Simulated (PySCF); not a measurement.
Compound: C4H6O.
SMILES: `O=CC1CC1`

Torsions of this conformer, `[O:1]=[CH:2][CH:3]1[CH2:4][CH2:5]1`: O1–C2–C3–C4 145°.

The closed-shell ground state was solved at several levels (PySCF, density fitting, gas phase, non-relativistic). One conformer (not necessarily the lowest) at the PBE0-D3(BJ)/def2-SVP geometry, without solvent, vibrations or thermal averaging.

```json
{"level": "B3LYP/pcJ-1", "basis functions": "195", "HOMO (eV)": "-7.11", "LUMO (eV)": "-0.79", "gap (eV)": "6.32", "dipole (D)": "3.32"}
{"level": "wB97X-D/pcSseg-2", "basis functions": "264", "HOMO (eV)": "-9.32", "LUMO (eV)": "1.22", "gap (eV)": "10.54", "dipole (D)": "3.46"}
{"level": "LC-wPBE/pcSseg-2", "basis functions": "264", "HOMO (eV)": "-10.19", "LUMO (eV)": "1.76", "gap (eV)": "11.95", "dipole (D)": "3.45"}
{"level": "PBE0/cc-pVDZ", "basis functions": "100", "HOMO (eV)": "-7.12", "LUMO (eV)": "-0.29", "gap (eV)": "6.83", "dipole (D)": "3.05"}
{"level": "B3LYP/def2-TZVP", "basis functions": "191", "HOMO (eV)": "-7.15", "LUMO (eV)": "-0.85", "gap (eV)": "6.30", "dipole (D)": "3.37"}
{"level": "BHandHLYP/pcJ-1", "basis functions": "195", "HOMO (eV)": "-8.93", "LUMO (eV)": "0.73", "gap (eV)": "9.66", "dipole (D)": "3.49"}
{"level": "PBE0/6-31G*", "basis functions": "82", "HOMO (eV)": "-7.08", "LUMO (eV)": "-0.17", "gap (eV)": "6.91", "dipole (D)": "3.18"}
{"level": "PBE0/6-311+G(2d,p)", "basis functions": "171", "HOMO (eV)": "-7.42", "LUMO (eV)": "-0.67", "gap (eV)": "6.75", "dipole (D)": "3.45"}
```

Problem. Estimate the row for PBE/pcJ-1, a basis of 195 functions; the other rows only guide the guess.

Solution. HOMO -5.72 eV, LUMO -1.66 eV, gap 4.06 eV, dipole 3.17 D.

Problem. Over all these levels, which gives the widest orbital gap and which the narrowest?

Solution. LC-wPBE/pcSseg-2 (range-separated hybrid) has the widest, 11.95 eV, and PBE/pcJ-1 (GGA) the narrowest, 4.06 eV. Functional and basis both differ between the two, so the spread mixes both effects.

Problem. How much does the basis alone move the frontier levels among the 3 PBE0 rows?

Solution. The HOMO by 0.34 eV and the LUMO by 0.50 eV. By rising basis size (HOMO, LUMO in eV): 6-31G* -7.08, -0.17; cc-pVDZ -7.12, -0.29; 6-311+G(2d,p) -7.42, -0.67.

Problem. In the pcJ-1 basis, how does the gap go with the fixed share of exact exchange?

Solution. PBE (0 %) 4.06 eV; B3LYP (20 %) 6.32 eV; BHandHLYP (50 %) 9.66 eV. Each rise in the share widens the gap here.

Problem. How far do the dipole and the HOMO energy spread over the levels?

Solution. The dipole runs from 3.05 to 3.49 D (mean 3.33 D) and the HOMO from -10.19 to -5.72 eV.
